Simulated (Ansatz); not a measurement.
System: litharge SnO. Method: PBE-D4 in Ansatz (plane waves, PAW).

Run with plane-wave cutoff 500 eV, 10×10×8 k mesh (along the axes of the cell as run), Fermi–Dirac smearing 0.05 eV, scalar-relativistic PAW data made under PBE.

Computed at the level's own relaxed cell.

Problem. What does this level give for the equilibrium volume per atom, lattice constant a and lattice parameter c?

Solution. 
- equilibrium volume per atom: 17.41 Å³/atom
- lattice constant a: 3.834 Å
- lattice parameter c: 4.736 Å

The run finds no gap.

Measured, for comparison: lattice constant a 3.801 Å, lattice parameter c 4.835 Å (temperature not stated, no zero-point or thermal correction; as tabulated in Electronic properties of the Sn1−xPbxO alloy and band alignment of the SnO/PbO …). Computed (rounded) less measured: lattice constant a +0.9 %, lattice parameter c -2.0 %.

Note: a distance lies near a switch of the dispersion term, which can move the cell.

Spin–orbit coupling is not included.

The computed numbers hold no vibrational or temperature effects.

Ansatz is an electronic-structure program.
